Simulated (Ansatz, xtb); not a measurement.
**CFO2S: which of two conformers lies lower**

Structure I is `O=C(F)O[S]`, a doublet and structure II is `O=C(F)O[S]`, a doublet. Both are isolated molecules in the gas phase, relaxed with PBE0-D3(BJ)/def2-SVP.

I (Å):

```xyz
5

C    -2.0193    0.8849    1.0436
F    -2.5903    1.9739    1.5102
O    -1.7160   -0.0414    1.7019
O    -1.8119    0.9364   -0.2898
S    -2.2338    2.2364   -1.2397
```

II (Å):

```xyz
5

C    -1.6458    1.1883    0.8541
F    -1.2766    0.3788    1.8176
O    -1.0314    2.1204    0.4836
O    -2.8377    0.7246    0.4083
S    -3.6051    1.5247   -0.8304
```

Task: Which of the two would you expect CCSD(T)/def2-SVP electronic energies to favour?

Result: Structure II; the calculation gives E(II) − E(I) = −0.104 eV.

Level by level:

| level | geometry | E(II) − E(I) (eV) | departure from the last row (eV) | job, with rough time for the two |
| --- | --- | --- | --- | --- |
| PBE0-D3(BJ)/def2-SVP | PBE0-D3(BJ)/def2-SVP | −0.073 | +0.031 | optimisation, 77 s |
| HF/def2-SVP | PBE0-D3(BJ)/def2-SVP | −0.127 | −0.023 | part of the CCSD(T) run |
| MP2/def2-SVP | PBE0-D3(BJ)/def2-SVP | −0.110 | −0.006 | part of the CCSD(T) run |
| CCSD(T)/def2-SVP | PBE0-D3(BJ)/def2-SVP | −0.104 |  | single point, 29 s |

None of the levels shown reverses the order. The largest departure from CCSD(T)/def2-SVP is that of PBE0-D3(BJ)/def2-SVP, 0.031 eV. Levels run at GFN2-xTB geometries aren't shown. MP2 in a larger basis moves the difference by +0.004 eV, a step that isn't added because spin contamination makes open-shell MP2 unreliable in this search.

With harmonic frequencies from PBE0-D3(BJ)/def2-SVP (ideal gas, rigid rotor, one conformer each, 298.15 K, 1 atm): on the last row, ΔE + ΔZPE = −0.100, ΔH = −0.101, ΔG = −0.095 eV.

Open shells are spin-unrestricted. The correlated steps freeze 9 core orbitals. Run with Ansatz 0.2.0; the last row on 1 thread of Arm Neoverse V2 on a shared host.
